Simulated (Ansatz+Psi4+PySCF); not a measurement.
A calculation with Psi4 1.11.

```
molecule {
1 2
O 0.119260 0.000000 -3.000000
H -0.477050 0.763240 -3.000000
H -0.477050 -0.763240 -3.000000
O -0.119260 0.000000 3.000000
H 0.507830 -0.802640 3.000000
H 0.477050 0.763240 3.000000
}

set basis cc-pVTZ
set reference uhf
set scf_type pk
energy('scf')
```

The input is written out from the run's settings.

Results

```json
{"Converged": "yes", "Total energy": "-151.71393 hartree", "Spin squared of the determinant": "0.758"}
```
